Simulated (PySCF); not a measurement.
**methylcyclopropane: calculation and literature**

Molfile (atoms numbered from 1):
```
C4H8
     RDKit          3D

 12 12  0  0  0  0  0  0  0  0999 V2000
    1.4641    0.1247    0.1095 C   0  0  0  0  0  0  0  0  0  0  0  0
    0.1213   -0.1937   -0.4971 C   0  0  0  0  0  0  0  0  0  0  0  0
   -0.9855   -0.7135    0.3687 C   0  0  0  0  0  0  0  0  0  0  0  0
   -1.0614    0.6746   -0.1931 C   0  0  0  0  0  0  0  0  0  0  0  0
    2.0794   -0.7721    0.1693 H   0  0  0  0  0  0  0  0  0  0  0  0
    1.3434    0.5274    1.1126 H   0  0  0  0  0  0  0  0  0  0  0  0
    1.9926    0.8600   -0.4957 H   0  0  0  0  0  0  0  0  0  0  0  0
    0.1838   -0.5967   -1.5013 H   0  0  0  0  0  0  0  0  0  0  0  0
   -1.6468   -1.4674   -0.0303 H   0  0  0  0  0  0  0  0  0  0  0  0
   -0.7939   -0.8211    1.4257 H   0  0  0  0  0  0  0  0  0  0  0  0
   -1.7743    0.8737   -0.9787 H   0  0  0  0  0  0  0  0  0  0  0  0
   -0.9215    1.5034    0.4844 H   0  0  0  0  0  0  0  0  0  0  0  0
  1  2  1  0
  2  3  1  0
  3  4  1  0
  4  2  1  0
  1  5  1  0
  1  6  1  0
  1  7  1  0
  2  8  1  0
  3  9  1  0
  3 10  1  0
  4 11  1  0
  4 12  1  0
M  END
```

What is known from experiment: δ 13C C3/C4 5.6; C2 4.9 ppm (measured; solution, not stated per compound (mostly CDCl3 or CCl4); Pretsch, Buehlmann, Badertscher, Structure Determination of Organic Compounds, 4th ed. (2009)). Coupling constants: 1J(C2,C1) 44.0 Hz.

- GFN2-xTB geometry
- NMR shieldings at PBE0/pcSseg-1/GIAO
- couplings computed with B3LYP/pcJ-1 (without the spin–dipole term)
- program: PySCF 2.14
- single conformer, non-relativistic, one averaged value for each set of equivalent atoms, gas phase

Question: What does the calculation give, and how does it compare?

Answer: 
Reference values: measured (solution, not stated per compound (mostly CDCl3 or CCl4); Pretsch, Buehlmann, Badertscher, Structure Determination of Organic Compounds, 4th ed. (2009)).
```csv
atoms,quantity,reference,computed,"computed, scaled"
C3/C4,δ 13C,5.6,7.2,4.8
C2,δ 13C,4.9,8.2,5.8
```

Computed shifts are σ(ref) − σ with the named reference compound (TMS for H and C) calculated as an isolated molecule at the same level. The measured values may be among those fitted. Scaled to experiment by linear calibration (H and C: mostly CDCl3 data, vs TMS): 13C (scatter 2.1 ppm rms, 2.3 ppm with the 13 outliers that the fit left out). A few per cent of atoms miss by over 2 rms, more outside the fitted compound classes.

Coupling constants in Hz:
| coupling | reference | computed | source |
| --- | --- | --- | --- |
| 1J(C2,C1) | 44.0 | 43.7 | measured; liquid or solution; F. J. Weigert, PhD thesis, Caltech 1968 (Carbon-13 magnetic resonance spectroscopy) |

Question: How far are the unscaled 13C shifts from the references?

Answer: Mean signed difference +2.45 ppm, mean absolute 2.45 ppm over 2 comparisons; the largest is +3.3 ppm at C2 (three-membered-ring carbon).
